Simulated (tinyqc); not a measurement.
Coupled-perturbed Hartree-Fock on RHF in the sto-3g basis, for H2O, spin multiplicity 1, step by step. One step of it, computed by the program tinyqc.

Problem. Iteration 1: building the Fock matrix. J_ij = sum D_kl (ij|kl), K_ij = sum D_kl (ik|jl); F = H + J - 0.5 K; E = tr D H + tr D J / 2 - 0.25 tr D K + E_nn.

D at the start, order 1O 1s, 1O 2s, 1O 2px, 1O 2py, 1O 2pz, 2H 1s, 3H 1s:
```
[[2.143177, -0.486111, 0.000000, 0.000323, 0.019648, -0.017241, -0.016749],
 [-0.486111, 2.080010, 0.000000, -0.002270, -0.102740, 0.034068, 0.034565],
 [0.000000, 0.000000, 1.308339, 0.000000, 0.000000, 0.000000, 0.000000],
 [0.000323, -0.002270, 0.000000, 1.163191, -0.001199, 0.115667, -0.116626],
 [0.019648, -0.102740, 0.000000, -0.001199, 1.218833, 0.056228, 0.057043],
 [-0.017241, 0.034068, 0.000000, 0.115667, 0.056228, 1.001517, 0.085523],
 [-0.016749, 0.034565, 0.000000, -0.116626, 0.057043, 0.085523, 0.999350]]
```

core Hamiltonian H = T + V (hartree), order 1O 1s, 1O 2s, 1O 2px, 1O 2py, 1O 2pz, 2H 1s, 3H 1s:
```
[[-32.754302, -7.620707, 0.000000, -0.000561, -0.021915, -1.918475, -1.824655],
 [-7.620707, -9.364834, 0.000000, -0.005230, -0.254880, -4.000699, -3.866398],
 [0.000000, 0.000000, -7.482126, 0.000000, 0.000000, 0.000000, 0.000000],
 [-0.000561, -0.005230, 0.000000, -7.630961, -0.003282, -2.005374, 1.958056],
 [-0.021915, -0.254880, 0.000000, -0.003282, -7.600150, -1.879608, -1.835983],
 [-1.918475, -4.000699, 0.000000, -2.005374, -1.879608, -5.258743, -1.925449],
 [-1.824655, -3.866398, 0.000000, 1.958056, -1.835983, -1.925449, -5.174158]]
```

Two-electron integrals (ij|kl) in chemists' order, unique and non-zero (hartree):
```
(11|11) 4.785065    (21|11) 0.741380    (21|21) 0.136873    (22|11) 1.118947
(22|21) 0.256633    (22|22) 0.817206    (31|31) 0.024477    (32|31) 0.037809
(32|32) 0.180518    (33|11) 1.115814    (33|21) 0.256684    (33|22) 0.817023
(33|33) 0.880159    (41|41) 0.024477    (42|41) 0.037809    (42|42) 0.180518
(43|43) 0.047444    (44|11) 1.115814    (44|21) 0.256684    (44|22) 0.817023
(44|33) 0.785270    (44|44) 0.880159    (51|51) 0.024477    (52|51) 0.037809
(52|52) 0.180518    (53|53) 0.047444    (54|54) 0.047444    (55|11) 1.115814
(55|21) 0.256684    (55|22) 0.817023    (55|33) 0.785270    (55|44) 0.785270
(55|55) 0.880159    (61|11) 0.188424    (61|21) 0.034464    (61|22) 0.064108
(61|33) 0.063988    (61|41) 0.001176    (61|42) 0.002192    (61|44) 0.064192
(61|51) 0.001048    (61|52) 0.001952    (61|54) 0.000182    (61|55) 0.064150
(61|61) 0.008789    (62|11) 0.431127    (62|21) 0.099999    (62|22) 0.349385
(62|33) 0.343692    (62|41) 0.005557    (62|42) 0.041382    (62|44) 0.353036
(62|51) 0.004950    (62|52) 0.036858    (62|54) 0.008323    (62|55) 0.351105
(62|61) 0.025612    (62|62) 0.180645    (63|31) 0.010789    (63|32) 0.061607
(63|43) 0.008729    (63|53) 0.007775    (63|63) 0.026621    (64|11) 0.222951
(64|21) 0.052414    (64|22) 0.195641    (64|33) 0.186645    (64|41) 0.013363
(64|42) 0.083760    (64|44) 0.209299    (64|51) 0.002293    (64|52) 0.019731
(64|54) 0.012402    (64|55) 0.190766    (64|61) 0.014054    (64|62) 0.122877
(64|64) 0.109313    (65|11) 0.198576    (65|21) 0.046684    (65|22) 0.174252
(65|33) 0.166239    (65|41) 0.002293    (65|42) 0.019731    (65|44) 0.170866
(65|51) 0.012831    (65|52) 0.079181    (65|54) 0.012850    (65|55) 0.185460
(65|61) 0.012517    (65|62) 0.109443    (65|64) 0.073652    (65|65) 0.092220
(66|11) 0.550770    (66|21) 0.129821    (66|22) 0.517332    (66|33) 0.496236
(66|41) 0.009862    (66|42) 0.099065    (66|44) 0.531184    (66|51) 0.008784
(66|52) 0.088234    (66|54) 0.031127    (66|55) 0.523960    (66|61) 0.033595
(66|62) 0.327615    (66|64) 0.254762    (66|65) 0.226909    (66|66) 0.774606
(71|11) 0.179077    (71|21) 0.032761    (71|22) 0.060963    (71|33) 0.060849
(71|41) -0.001122   (71|42) -0.002093   (71|44) 0.061045    (71|51) 0.000999
(71|52) 0.001864    (71|54) -0.000175   (71|55) 0.061004    (71|61) 0.008241
(71|62) 0.023679    (71|64) 0.011799    (71|65) 0.011580    (71|66) 0.030695
(71|71) 0.007943    (72|11) 0.415809    (72|21) 0.096474    (72|22) 0.337816
(72|33) 0.332251    (72|41) -0.005377   (72|42) -0.040287   (72|44) 0.341389
(72|51) 0.004787    (72|52) 0.035868    (72|54) -0.008136   (72|55) 0.339494
(72|61) 0.024023    (72|62) 0.146624    (72|64) 0.067825    (72|65) 0.086737
(72|66) 0.224567    (72|71) 0.023502    (72|72) 0.169827    (73|31) 0.010332
(73|32) 0.059275    (73|43) -0.008468   (73|53) 0.007540    (73|63) 0.020961
(73|73) 0.024825    (74|11) -0.217208   (74|21) -0.051071   (74|22) -0.191025
(74|33) -0.182269   (74|41) 0.012842    (74|42) 0.080998    (74|44) -0.204295
(74|51) -0.002234   (74|52) -0.019341   (74|54) 0.012071    (74|55) -0.186303
(74|61) -0.012102   (74|62) -0.068815   (74|64) -0.011188   (74|65) -0.039684
(74|66) -0.091012   (74|71) -0.013017   (74|72) -0.116650   (74|74) 0.104072
(75|11) 0.193383    (75|21) 0.045469    (75|22) 0.170072    (75|33) 0.162276
(75|41) -0.002234   (75|42) -0.019341   (75|44) 0.166808    (75|51) 0.012321
(75|52) 0.076494    (75|54) -0.012503   (75|55) 0.180947    (75|61) 0.011849
(75|62) 0.087286    (75|64) 0.039396    (75|65) 0.071816    (75|66) 0.147381
(75|71) 0.011589    (75|72) 0.103855    (75|74) -0.070555   (75|75) 0.087641
(76|11) 0.191643    (76|21) 0.044880    (76|22) 0.170405    (76|33) 0.166229
(76|41) -0.000021   (76|42) -0.000237   (76|44) 0.169156    (76|51) 0.003496
(76|52) 0.030967    (76|54) -0.000071   (76|55) 0.175647    (76|61) 0.011405
(76|62) 0.088519    (76|64) 0.051414    (76|65) 0.060350    (76|66) 0.166498
(76|71) 0.010850    (76|72) 0.086156    (76|74) -0.050822   (76|75) 0.059180
(76|76) 0.052621    (77|11) 0.540286    (77|21) 0.127392    (77|22) 0.509535
(77|33) 0.488761    (77|41) -0.009583   (77|42) -0.097404   (77|44) 0.523184
(77|51) 0.008532    (77|52) 0.086720    (77|54) -0.030647   (77|55) 0.516046
(77|61) 0.031674    (77|62) 0.228803    (77|64) 0.091303    (77|65) 0.149188
(77|66) 0.370303    (77|71) 0.031346    (77|72) 0.315785    (77|74) -0.247869
(77|75) 0.220681    (77|76) 0.166498    (77|77) 0.774606
```

nuclear repulsion = 9.49360928 hartree

Give: Coulomb J; exchange K; Fock matrix F; total energy of this density.

Solution.

Coulomb J (hartree), order 1O 1s, 1O 2s, 1O 2px, 1O 2py, 1O 2pz, 2H 1s, 3H 1s:
```
[[17.2962, 3.2476, 0.0000, 0.0002, 0.0156, 0.8188, 0.7784],
 [3.2476, 8.0917, 0.0000, 0.0016, 0.1763, 3.4936, 3.3785],
 [0.0000, 0.0000, 8.0422, 0.0000, 0.0000, 0.0000, 0.0000],
 [0.0002, 0.0016, 0.0000, 8.1110, 0.0005, 1.9576, -1.9117],
 [0.0156, 0.1763, 0.0000, 0.0005, 8.0976, 1.8132, 1.7700],
 [0.8188, 3.4936, 0.0000, 1.9576, 1.8132, 5.3501, 1.7343],
 [0.7784, 3.3785, 0.0000, -1.9117, 1.7700, 1.7343, 5.2836]]
```

exchange K (hartree), order 1O 1s, 1O 2s, 1O 2px, 1O 2py, 1O 2pz, 2H 1s, 3H 1s:
```
[[9.9205, 1.7030, 0.0000, 0.0009, 0.0239, 0.4756, 0.4532],
 [1.7030, 2.8532, 0.0000, 0.0055, 0.1985, 1.4816, 1.4379],
 [0.0000, 0.0000, 1.7241, 0.0000, 0.0000, 0.0000, 0.0000],
 [0.0009, 0.0055, 0.0000, 1.8557, 0.0027, 0.6166, -0.6010],
 [0.0239, 0.1985, 0.0000, 0.0027, 1.8307, 0.6538, 0.6413],
 [0.4756, 1.4816, 0.0000, 0.6166, 0.6538, 1.5844, 0.7877],
 [0.4532, 1.4379, 0.0000, -0.6010, 0.6413, 0.7877, 1.5470]]
```

Fock matrix F (hartree), order 1O 1s, 1O 2s, 1O 2px, 1O 2py, 1O 2pz, 2H 1s, 3H 1s:
```
[[-20.4183, -5.2246, 0.0000, -0.0008, -0.0183, -1.3375, -1.2729],
 [-5.2246, -2.6998, 0.0000, -0.0064, -0.1779, -1.2479, -1.2069],
 [0.0000, 0.0000, -0.3019, 0.0000, 0.0000, 0.0000, 0.0000],
 [-0.0008, -0.0064, 0.0000, -0.4478, -0.0041, -0.3560, 0.3469],
 [-0.0183, -0.1779, 0.0000, -0.0041, -0.4179, -0.3933, -0.3866],
 [-1.3375, -1.2479, 0.0000, -0.3560, -0.3933, -0.7008, -0.5850],
 [-1.2729, -1.2069, 0.0000, 0.3469, -0.3866, -0.5850, -0.6641]]
```

total energy of this density = -75.580782 hartree

This density is the starting one; it is not idempotent, so its energy is not variational and may lie below the converged one.
